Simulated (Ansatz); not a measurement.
# BHOSi: the cost of one run

Program: Ansatz 0.2.0, Gaussian basis. Level of theory: def2-QZVPP, all electrons in the functionals, frozen cores in the correlation of double hybrids and RPA. These are calculated values, not measurements.

The runs, in order: wB97M-V, B2PLYP, at charge 0, triplet; charge 0, singlet; charge 0, quintet; charge 1, doublet; charge 1, quartet.

2 further runs of the same task are left out: 2 set aside as unsound or not needed.

### 1 The geometry

The geometry is a PBE0/def2-TZVP stationary point (not a proven minimum).

4 atoms, charge 0, spin multiplicity 3.

Atoms are counted from 1 here; the program's logs count them from 0.

Bond lengths: O1–B2 1.283 Å, O1–Si3 1.900 Å, B2–Si3 2.089 Å, B2–H4 1.185 Å. Angles: B2–O1–Si3 79.4°, O1–B2–Si3 63.4°, O1–B2–H4 146.8°, Si3–B2–H4 149.8°, O1–Si3–B2 37.1°.

No dispersion term is added; wB97M-V holds VV10 nonlocal correlation.

The geometry shown and the zero of energy belong to the point charge 0, triplet. The yardstick, UCCSD(T), and other wave-function levels (R restricted, U unrestricted, valence and pair active spaces) come from earlier runs.

### 2 wB97M-V, charge 0, triplet

Contents of in.yaml:

```yaml
crystal:
  periodic: [false, false, false]
  atoms:
    - {symbol: O, position_ang: [0.000000, -0.676845, 0.785054]}
    - {symbol: B, position_ang: [0.000000, 0.567200, 1.099112]}
    - {symbol: Si, position_ang: [0.000000, 0.118108, -0.941049]}
    - {symbol: H, position_ang: [0.000000, 1.369113, 1.971283]}
basis:
  gaussian: {orbitals: "def2-QZVPP.json"}
magnetization: {spin_polarized: true, initial_magnetization: 2}
hamiltonian: {xc: {name: wB97M-V}}
output: {orbitals: {seedname: orbitals}}
```

Launch:

```sh
$ ansatz run in.yaml --threads 1 --pin off --events-out ev --progress --plain --max-ram 2393MiB
```

Q: Estimate wall time and peak memory on 1 thread of Arm Neoverse V2, shared host.

About 19 s, with a peak of 0.57 GiB.
